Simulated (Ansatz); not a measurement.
A calculation with Ansatz (development build ahead of 0.2.0).

```yaml
crystal:
  periodic: [false, false, false]
  atoms:
    - { symbol: C, position_ang: [0.0, 0.0, -0.61873] }
    - { symbol: F, position_ang: [0.0, 0.0, 0.74469] }
    - { symbol: H, position_ang: [0.0, -1.03603, -0.99661] }
    - { symbol: H, position_ang: [-0.89723, 0.51802, -0.99661] }
    - { symbol: H, position_ang: [0.89723, 0.51802, -0.99661] }
basis:
  gaussian: { orbitals: cc-pVDZ }
hamiltonian:
  xc: hf
correlation:
  method: mp2
  frozen_orbitals: { C: 1, F: 1, H: 0 }
```

The input is written out in the form of the current development build from the run's settings.

Output:

```yaml
Converged: yes
Reference_energy: -139.04467 hartree
Correlation_energy: -0.33416 hartree
Total_energy: -139.37883 hartree
Spin_squared_of_the_determinant: 0.000
```
